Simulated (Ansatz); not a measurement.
**SiH2 (SMILES [SiH2]): methods side by side**

SiH2: 3 atoms, total charge 0, spin state singlet. As SMILES, `[SiH2]`. The coordinates come from a PBE0-D4/def2-TZVP relaxation.

```xyz
3

Si   -0.4912    0.4686   -0.2136
H     0.8403    0.5786    0.5225
H    -0.3491   -1.0472   -0.3089
```

Each level gives the electronic atomisation energy (eV). The values are calculated. Electronic energies at fixed atoms, without zero-point motion or spin-orbit coupling.

| level | kind | program | value (eV) | less FCI/cc-pVDZ |
| --- | --- | --- | --- | --- |
| HF/cc-pVDZ | Hartree–Fock | Ansatz | 4.62 | -1.48 |
| SVWN5/cc-pVDZ | LDA | Ansatz | 7.06 | +0.96 |
| r2SCAN/cc-pVDZ | meta-GGA | Ansatz | 6.31 | +0.21 |
| PBE0/cc-pVDZ | global hybrid | Ansatz | 6.25 | +0.15 |
| HSE06/cc-pVDZ | range-separated hybrid | Ansatz | 6.26 | +0.16 |
| wB97M-V/cc-pVDZ | range-separated hybrid | Ansatz | 6.66 | +0.56 |
| B2PLYP/cc-pVDZ | double hybrid | Ansatz | 6.31 | +0.21 |
| CCSDT/cc-pVDZ | coupled cluster or CI | Ansatz | 6.09 | -0.01 |
| FCI/3-21G | exact in the basis | Ansatz | 5.12 | -0.98 |
| FCI/cc-pVDZ | exact in the basis | Ansatz | 6.10 | 0.00 |

FCI/cc-pVDZ is exact within its basis and frozen core, so for wave-function methods in that basis the difference is their error; functionals converge differently with the basis, so for them it is only a difference. The values span 4.62 to 7.06 eV. High-level rows in very small sets aren't better than simpler rows in larger ones.
